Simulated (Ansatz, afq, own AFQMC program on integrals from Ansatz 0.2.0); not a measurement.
# Atomization energy of C2H6ClSn, doublet

```yaml
atoms:
  - { symbol: C, position_ang: [-0.6012, 1.6292, -0.9578] }
  - { symbol: Sn, position_ang: [0.2486, 0.4211, 0.5521] }
  - { symbol: C, position_ang: [0.4172, -1.6289, -0.0340] }
  - { symbol: Cl, position_ang: [-1.2700, 0.4383, 2.3796] }
  - { symbol: H, position_ang: [-1.3066, 1.2250, -1.6922] }
  - { symbol: H, position_ang: [-0.4276, 2.7096, -1.0077] }
  - { symbol: H, position_ang: [1.6928, 1.1072, 1.1670] }
  - { symbol: H, position_ang: [1.1554, -1.7296, -0.8426] }
  - { symbol: H, position_ang: [-0.5593, -1.9881, -0.3871] }
  - { symbol: H, position_ang: [0.7337, -2.2349, 0.8256] }
```

Atoms in their ground-state spins without spin–orbit coupling (mostly on UHF) minus the molecule (UHF), without zero-point energy. The geometry is a stationary point, not shown to be a minimum.

Basis def2-TZVP with its core potentials. Noble-gas cores (and the filled d shells of Ga–Kr and In–Xe) are frozen. Ansatz 0.2.0 and our own AFQMC program on the same integrals; the CISD trial comes from CCSD amplitudes, and released means the phaseless constraint is let go. ± is one standard error of the sampling. No spin–orbit coupling. The errors of all members are added in quadrature.

No full CI on the walks' own integrals is used here. The released AFQMC energy serves as the reference, which it does only where one determinant dominates, the energy is flat over the last release times and near the phaseless one (40 meV or 2 meV an electron, half that with transition metals). On small molecules, where full CI could be run and the noise was under 10 meV, such values lay within 10 meV of it in 19 cases of 20, a flattering rate, since the rule was set on those same cases; what remains of the bias isn't in the error bar. Each member takes its own surest rung, up to full CI.

Errors are counted within def2-TZVP, not against nature.

Cautions: inner d shell frozen; no spin-orbit coupling; C₂H₆ClSn (doublet): the released value is read at 0.90 1/Eh with a noise of 15 meV, more than in the cases checked (meV from the phaseless value at times in 1/Eh: 28 ± 22 at 0.21, 4 ± 24 at 0.42, -25 ± 19 at 0.63, 5 ± 15 at 0.90); other spins of the molecule weren't checked.

Reference (AFQMC with the constraint released): 32.136 ± 0.015 eV.

```tsv
level	atomization energy (eV)	error against released AFQMC (eV)
HF	25.021	-7.115 ± 0.015
MP2	32.257	0.121 ± 0.015
CCSD	31.773	-0.363 ± 0.015
CCSD(T)	32.142	0.007 ± 0.015
ph-AFQMC/CISD	32.164 ± 0.017	0.028 ± 0.023
```

Correlation beyond CCSD(T) changes it by less than twice the noise. The perturbative (T) step is worth +0.369 eV.

Released energies are given only where the last usable release times agree within the noise; a slower fall can still hide under it.
